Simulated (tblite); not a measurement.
Run record: tight-binding relaxation, `[CH2-][C]1CC1` [radical].

Computed with GFN2-xTB geometry optimisation, gas phase (tblite 0.8.0). Start geometry: from a force field or distance geometry. The command runs a driver script over a list of jobs; the input below is this job's line of settings and its coordinates in Å.

Command:
```bash
OMP_NUM_THREADS=1 python probes_run.py task.json out
```

Input:
```
{"job": {"kind": "relax", "xc": "GFN2-xTB", "basis": "xTB"}, "charge": -1, "multiplicity": 2}
C      1.584600     0.321800    -0.156400
C      0.241000    -0.026800    -0.739000
C     -0.755700    -0.830300     0.052100
C     -0.917500     0.675500    -0.046100
H      2.445200    -0.068800    -0.685800
H      1.640500     0.286500     0.934500
H     -1.469900    -1.436600    -0.565300
H     -0.443100    -1.261600     1.013700
H     -0.658700     1.232200     0.892800
H     -1.657600     1.112800    -0.723100
```

Output:
```
step      E/eV     max force
  0    -315.57681    2.242
  1    -315.72296    1.138
  2    -315.81547    1.300
  3    -315.88529    1.207
  4    -315.97581    0.594
  5    -316.00249    0.548
  6    -316.06510    0.864
  7    -316.10897    0.823
  8    -316.15362    0.513
  9    -316.19032    0.561
... (36 lines left out)
 46    -316.55283    0.028
 47    -316.55288    0.018
 48    -316.55291    0.014
 49    -316.55295    0.016
 50    -316.55299    0.017
 51    -316.55304    0.020
 52    -316.55308    0.018
 53    -316.55313    0.017
 54    -316.55316    0.014
 55    -316.55318    0.007
```

«max force» is the largest atomic force in eV/Å.

**Question.** From which step on does the largest force stay under 0.1 eV/Å, and how much energy is left to gain from there?

**Answer.** From step 36 (0.097 eV/Å), 3.9 meV above the end.

Main results: energy lowered by 22.5 kcal/mol over 55 steps; largest atomic force 0.007 eV/Å at the end.

**Question.** Where do the atoms end?

**Answer.** 0.550 Å rms from the input after alignment:
```
atom  x, y, z in Å
C1     1.6307    0.1878    0.0711
C2     0.3110    0.1138   -0.5148
C3    -0.7492   -0.8466   -0.0949
C4    -0.9301    0.6377    0.1233
H5     2.3243   -0.6010   -0.2490
H6     2.1068    1.1757    0.0146
H7    -1.3755   -1.3280   -0.8536
H8    -0.6649   -1.4764    0.8034
H9    -0.9659    0.9884    1.1653
H10   -1.6783    1.1533   -0.4879
```

Hardware: Arm Neoverse V1, one thread (shared host). Cost: 0.17 s wall.
Labels such as C1 count atoms from 1, the log's own numbers from 0.
